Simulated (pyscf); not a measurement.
Thermochemistry of product channels of H₂B–OH on the singlet surface, in kcal/mol, from ωB97M-D3(BJ)/def2-TZVP energies (ideal gas, 1 atm, RRHO with modes under 100 cm⁻¹ raised to 100, one conformer, R ln 2 for rigid chiral ones). PySCF, gas phase, ωB97X-D3(BJ)/def2-SVP geometries.

| products | ΔE | ΔH(298 K) | ΔG(298 K) | ΔG(1200 K) |
|---|---|---|---|---|
| B–OH [singlet] + H₂ | +59.8 | +54.1 | +45.6 | +17.1 |
| HB=O + H₂ | +15.3 | +10.0 | +2.7 | -21.9 |
| BH [singlet] + H₂O | +121.7 | +118.2 | +108.9 | +79.4 |

The channel to HB=O + H₂ turns favourable between 298 and 1200 K (ΔG from +2.7 kcal/mol to -21.9 kcal/mol).

These are energies of the channels, which say nothing of barriers.
